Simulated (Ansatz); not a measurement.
Geometry optimisation, Ansatz, RKS PBE/def2-SVP.

input.yaml

```yaml
crystal:
  periodic: [false, false, false]
  atoms:
    - { symbol: C, position_ang: [-1.1733, 0.64785, 0.22802] }
    - { symbol: C, position_ang: [-0.08197, -0.06365, 0.04424] }
    - { symbol: "N", position_ang: [0.16488, -1.31932, -0.40788] }
    - { symbol: O, position_ang: [1.2461, 0.62118, 0.25479] }
    - { symbol: H, position_ang: [-1.16456, 1.69862, 0.45026] }
    - { symbol: H, position_ang: [-2.1403, 0.18326, 0.17362] }
    - { symbol: H, position_ang: [1.1322, -1.60657, -0.37438] }
    - { symbol: H, position_ang: [-0.2976, -1.60869, -1.26073] }
    - { symbol: H, position_ang: [1.86994, 0.36307, -0.46025] }
    - { symbol: H, position_ang: [1.12754, 1.59308, 0.31205] }
total_charge: 1
basis:
  gaussian: { orbitals: def2-SVP }
hamiltonian:
  xc: pbe
relax:
  f_tol: 0.015
  max_steps: 40
```

Launched with:

```bash
$ ansatz run input.yaml --threads 1 --pin off --max-ram 2048MiB --backend cpu --events-out ev --progress --plain --runs-dir out
```

Q: Where does it end, and by what steps?

A: The run converged. Limits of this set-up: the dipole of an ion depends on the origin. After 24 steps the energy has fallen by 0.571 eV; H9 moved furthest, 1.28 Å. Parted: C2–O4.

```tsv
step	energy less start (eV)	largest force component (eV/Å)	accepted
0	0.0000	0.932	yes
1	-0.2171	1.029	yes
2	-0.3081	1.367	yes
3	-0.4417	0.883	yes
4	-0.4780	0.511	yes
5	-0.4868	0.524	yes
6	-0.5001	0.462	yes
7	-0.5188	0.725	yes
8	-0.5370	0.298	yes
9	-0.5523	0.434	yes
10	-0.5109	0.867	no
11	-0.5490	0.793	no
12	-0.5602	0.073	yes
13	-0.5647	0.062	yes
14	-0.5615	0.555	no
15	-0.5663	0.131	yes
16	-0.5677	0.166	yes
17	-0.5686	0.045	yes
18	-0.5568	0.743	no
19	-0.5702	0.036	yes
20	-0.5707	0.052	yes
21	-0.5709	0.062	yes
22	-0.5711	0.031	yes
23	-0.5712	0.017	yes
24	-0.5712	0.013	yes
```

```xyz
10
Properties=species:S:1:pos:R:3
C -1.224 0.605 0.193
C -0.316 -0.288 -0.128
N 0.082 -1.468 -0.453
O 1.489 0.818 -0.114
H -1.007 1.661 0.398
H -2.269 0.251 0.258
H 0.465 -2.117 0.251
H 0.223 -1.734 -1.439
H 1.525 1.558 -0.756
H 1.716 1.225 0.749
```

Whether the end is a true minimum wasn't checked by a vibrational analysis.

The run took 86 s on 1 thread of Intel(R) Xeon(R) Processor @ 2.70GHz, on a shared host, peak memory 0.13 GiB.
